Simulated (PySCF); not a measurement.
disilane (H₆Si₂), SMILES [SiH3][SiH3]. Atoms are numbered in the order given.

```xyz
8

Si     0.0000     0.0000    -1.1718
Si     0.0000     0.0000     1.1718
H     -1.2043    -0.6953    -1.6881
H      1.2043    -0.6953    -1.6881
H      0.0000     1.3906    -1.6881
H     -1.2043     0.6953     1.6881
H      1.2043     0.6953     1.6881
H      0.0000    -1.3906     1.6881
```
Charge 0, spin multiplicity 1.

Coordinates come from a TPSSh-D3(BJ)/def2-TZVP optimisation.

Two levels are set side by side: PBE/pcSseg-2 (PySCF) and KT2/pcSseg-2 (PySCF). GIAO shifts against TMS (²⁹Si), TMS (¹H) at the same level; non-relativistic, no solvent, atoms listed together averaged. Differences are taken from unrounded values.

| quantity | KT2 | PBE | PBE minus KT2 |
|---|---|---|---|
| δ(²⁹Si) of Si1, Si2 (ppm) | -115.4 | -118.9 | -3.5 |
| δ(¹H) of H3, H4, H5, H6, H7, H8 (ppm) | 3.70 | 3.76 | 0.06 |

Rough cost on one machine, each run with all the roots and properties that it gave: KT2 against PBE within a factor of 2.
